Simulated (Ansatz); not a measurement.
fcc Ca, treated with RPBE (Ansatz, a program for electronic structure, PAW).

Run with plane-wave cutoff 520 eV, 18×18×18 k mesh, Fermi–Dirac smearing 0.05 eV, scalar-relativistic PAW data made under PBE.

Energies at three volumes about the minimum:

```csv
V (Å³/atom),E − E_lowest (meV/atom)
43.531,0.95
44.420,0.00
45.308,0.85
```

Q: Fit a parabola by hand: where is the minimum, what lattice constant follows, and what is the bulk modulus?

A: Slopes: (0.00 − 0.95)/(44.420 − 43.531) = -1.069 and (0.85 − 0.00)/(45.308 − 44.420) = 0.957 meV/Å³. Curvature E″ = 2 × (0.957 − (-1.069))/(45.308 − 43.531) = 2.280 meV/Å⁶. From the middle of the first interval, the slope vanishes at V0 = 43.9755 − (-1.069)/2.280 = 44.444 Å³/atom. B = V0 E″ = 44.444 × 2.280 meV/Å³ × 0.1602 GPa per meV/Å³ = 16.2 GPa. With 4 atoms in the cube, a = (4 × 44.444)^(1/3) = 5.623 Å. The full Birch–Murnaghan fit to all volumes gives V0 = 44.429 Å³/atom and B0 = 16.2 GPa.

Measured, for comparison: bulk modulus 18.6 GPa (corrected for temperature and zero-point phonon effects, our sources range from 15.9 to 18.7; as tabulated in Levämäki et al. (2014), arXiv:1402.3671); lattice constant a 5.553 Å (low-temperature or extrapolated to 0 K; zero-point anharmonic expansion removed; as tabulated in Csonka et al. (2009), arXiv:0903.4037). Computed (rounded) less measured: bulk modulus not scored (sources differ).
